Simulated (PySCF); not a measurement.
Process, species as SMILES: C#CC → C1=CC1
B3LYP-D3(BJ)/def2-TZVP geometries, fixed; electronic energies without zero-point terms.
Largest species:
```xyz
7

C     -0.0011    -0.0004     0.2181
C     -0.0068    -0.0029     1.4176
C      0.0060     0.0025    -1.2360
H     -0.0119    -0.0051     2.4795
H      0.0152     1.0232    -1.6237
H      0.8874    -0.5130    -1.6226
H     -0.8790    -0.5002    -1.6311
```
Charge 0, spin multiplicity 1.

Effect of the SCF energy threshold at r2SCAN/def2-SVP with PySCF, against the last row, where the isomerisation energy is 18.38 kcal/mol.

| setting | SCF cycles, largest species | largest shift of a total energy (mEh) | shift of the isomerisation energy (kcal/mol) |
|---|---|---|---|
| conv_tol: 1e-4 | 6 | 0.003 | 0.002 |
| conv_tol: 1e-5 | 6 | 0.000 | 0.000 |
| conv_tol: 1e-6 | 7 | 0.000 | 0.000 |
| conv_tol: 1e-7 | 7 | 0.000 | 0.000 |
| conv_tol: 1e-11 | 10 | 0.000 | 0.000 |

Within 0.02 kcal/mol in the isomerisation energy: conv_tol: 1e-4; conv_tol: 1e-5; conv_tol: 1e-6; conv_tol: 1e-7. The largest shift is 0.003 mEh in a total energy and 0.002 kcal/mol in the difference.
